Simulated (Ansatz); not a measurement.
# SiH4O (built from SMILES O.[SiH2]): one structure at several levels

One table from this session's results is given with a row withheld; the runs are named, their logs left out.

Computed with Ansatz 0.2.0, Gaussian basis. Level: single points in def2-TZVPP.

Correlated methods freeze the cores.

## Where the work starts

6 atoms, charge 0, spin multiplicity 1.

Atoms are counted from 1 here; the program's logs count them from 0.

Bond lengths: Si1–H2 1.551 Å, Si1–H4 1.470 Å, Si1–H5 1.424 Å, H2–O3 1.266 Å, O3–H6 0.910 Å. Angles: H2–Si1–H4 118.4°, H2–Si1–H5 123.5°, H4–Si1–H5 104.0°, Si1–H2–O3 100.6°, H2–O3–H6 113.6°.

As a file:

```
Si   -0.5999    0.4856   -0.5090
H     0.9144    0.1632   -0.6035
O     1.1287   -0.2888    0.5597
H    -1.5488   -0.6326   -0.4116
H    -1.1407    1.4747    0.3613
H     1.1902   -1.1959    0.5916
```

Set-up of the first run:

run/in.yaml reads:

```yaml
crystal:
  periodic: [false, false, false]
  atoms:
    - {symbol: Si, position_ang: [-0.599900, 0.485600, -0.509000]}
    - {symbol: H, position_ang: [0.914400, 0.163200, -0.603500]}
    - {symbol: O, position_ang: [1.128700, -0.288800, 0.559700]}
    - {symbol: H, position_ang: [-1.548800, -0.632600, -0.411600]}
    - {symbol: H, position_ang: [-1.140700, 1.474700, 0.361300]}
    - {symbol: H, position_ang: [1.190200, -1.195900, 0.591600]}
basis:
  gaussian: {orbitals: def2-TZVPP}
correlation: {method: ccsd_t}
output: {forces: true}
```

The command line of these runs was not kept.

Among the steps run: CCSD(T)/def2-TZVPP; PBE0-D4/def2-TZVPP; wB97M-V/def2-TZVPP; r2SCAN-D4/def2-TZVPP; PBE-D4/def2-TZVPP; HSE06-D4/def2-TZVPP; r2SCAN0-D4/def2-TZVPP.

One of the session's tables, all rows but one given; the rest of the session is left out.

| method | RMS force component (eV/Å) | angle to CCSD(T) forces (°) | dipole (D) |
| --- | --- | --- | --- |
| CCSD(T) | 1.426 | reference | 1.31 |
| PBE0-D4 | 1.419 | 3.5 | 1.35 |
| wB97M-V | 1.433 | 5.3 | 1.38 |
| r2SCAN-D4 | ? | ? | ? |
| PBE-D4 | 1.553 | 6.4 | 1.25 |
| HSE06-D4 | 1.422 | 3.4 | 1.34 |
| r2SCAN0-D4 | 1.344 | 5.3 | 1.37 |

**Question.** Estimate the row for r2SCAN-D4.

As computed: RMS force component (eV/Å): 1.425; angle to CCSD(T) forces (°): 3.4; dipole (D): 1.29. In the column «RMS force component (eV/Å)» it lies between HSE06-D4 (1.422) and CCSD(T) (1.426).
